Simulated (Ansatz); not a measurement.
# H₂Al–AlH₂, singlet: the ladder up to RCCSDT(Q)

Geometry: that of the H2Al–AlH2, triplet, kept fixed.

| atom | x (Å) | y (Å) | z (Å) |
| --- | --- | --- | --- |
| Al | 0.0000 | 0.0000 | -1.3006 |
| Al | 0.0000 | 0.0000 | 1.3006 |
| H | 0.0000 | 1.4653 | -1.8929 |
| H | 0.0000 | -1.4653 | -1.8929 |
| H | 0.0000 | 1.4653 | 1.8929 |
| H | 0.0000 | -1.4653 | 1.8929 |

Basis cc-pVDZ; Ansatz 0.2.0. Only valence electrons are correlated (noble-gas cores frozen), which leaves 10 electrons in 46 orbitals. R marks a restricted (for open shells ROHF) determinant. Active spaces: frontier = (8e, 8o) about the gap.

Full CI isn't at hand for all of this; RCCSDT(Q) serves as the reference, and is uncertain by the last step of the cluster series or more.

```
UHF ⟨S²⟩                          : 0.000
T1 diagnostic (RCCSD)             : 0.0114
largest doubles amplitude (RCCSD) : 0.064
```

| level | E − E(RHF) (eV) |
| --- | --- |
| RMP2 | -3.6441 |
| RCCSD | -4.7780 |
| RCCSD(T) | -4.8636 |

Q: Estimate how far RCCSDT(Q) in cc-pVDZ lies from RCCSD(T). The table doesn't fix it; the size of (T) and the diagnostics are the guide.

A: RCCSDT(Q) in cc-pVDZ lies 0.67 kcal/mol below RCCSD(T), which is 34 % of the (T) step (-1.97 kcal/mol). The diagnostics give no warning, yet the rest is a sizeable part of (T).

The other levels:

| level | E − E(RCCSDT(Q)) (kcal/mol) | share of correlation (%) | wall time |
| --- | --- | --- | --- |
| CISD | 11.28 | 90.00 | 1.7 s |
| BCCD(T) | 0.66 | 99.42 | 0.87 s |
| RCCSDT | 0.08 | 99.93 | – |
| CASSCF (frontier space) | 77.75 | 31.08 | – |
| NEVPT2 (frontier space) | 27.69 | 75.45 | 7.5 s |
| NEVPT4(SD) (frontier space) | 4.85 | 95.70 | 8 s |
| MRCISD (frontier space) | 5.83 | 94.83 | – |
| MRCISD+Q (frontier space) | -0.15 | 100.13 | 9 s |

The correlation energy at RCCSDT(Q), counted from RHF, is -4.892 eV. That run took 13 s on 1 thread of Arm Neoverse V1, shared host.

Times hold each run's SCF and search for its determinant on a shared host, so for small cases they say little of a method's own cost; they ran on 1 thread of Arm Neoverse V1. Some runs computed forces too.
